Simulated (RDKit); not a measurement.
Input for RDKit: MMFF94 on C2H2 (SMILES C#C).

```python
from rdkit import Chem
from rdkit.Chem import AllChem, rdDetermineBonds

blocks = [
'''4

H    -0.00000000   -1.66786500   -1.75000000
H     0.00000000    1.66786500   -1.75000000
C    -0.00000000   -0.60339700   -1.75000000
C     0.00000000    0.60339700   -1.75000000
''',
]
mol = None
for b in blocks:
    f = Chem.MolFromXYZBlock(b)
    rdDetermineBonds.DetermineBonds(f, charge=0)
    mol = f if mol is None else Chem.CombineMols(mol, f)
Chem.SanitizeMol(mol)
print(Chem.MolToSmiles(Chem.RemoveHs(mol)))
ff = AllChem.MMFFGetMoleculeForceField(mol, AllChem.MMFFGetMoleculeProperties(mol), nonBondedThresh=100.0, ignoreInterfragInteractions=False)
e = ff.CalcEnergy()
print(f'MMFF94 energy {e:.6f} kcal/mol')
```

Output:

```
C#C
MMFF94 energy 2.339243 kcal/mol
```

The run finished.

Cost: very roughly 0.020 core-seconds.
